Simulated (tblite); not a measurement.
Give a GFN2-xTB geometry of `COC(=O)C=[N]` [radical]. (Doublet state.)

Z-matrix in Å and degrees, rows numbered from 1:
```
C 
O   1  1.4285
C   2  1.3126  1  117.21
O   3  1.1963  2  127.83  1     2.38
C   3  1.5436  2  110.02  1  -177.28
N   5  1.2118  3  123.03  2    63.49
H   1  1.0913  2  110.41  3   -37.25
H   1  1.0910  2  109.52  3    83.31
H   1  1.0870  2  106.25  3  -157.58
H   5  1.0961  3  110.11  2  -119.52
```

O2 (oxygen bonded to 2 C) is bent (angle 117.2°). Of the pairs four or more bonds apart, O4···H7 is among the closest relative to their van der Waals radii: 2.46 Å, 90 % of the sum of Bondi's values. C5 (carbon bonded to C, N and H) is planar (angles 126.8°, 123.0° and 110.1°, sum 359.9°, 0.02 Å off the plane of its three neighbours). C3 (carbon bonded to C and 2 O) is planar (angles 127.8°, 122.1° and 110.0°, sum 360.0°, 0.00 Å off the plane of its three neighbours).

Computed geometry: GFN2-xTB, gas phase. This method treats the open shell by occupation alone, without spin polarisation.

Point group: C1 (no symmetry element, even within 0.4 Å). Its GFN2-xTB frequencies are all real (lowest 21 cm⁻¹). Torsions: C1–O2–C3–O4 2°, O2–C3–C5–N6 63°. 2 starts were optimised and ended at 0.00 and 0.03 kcal/mol (GFN2-xTB); the lowest of these is shown.

One conformer stands for the species.
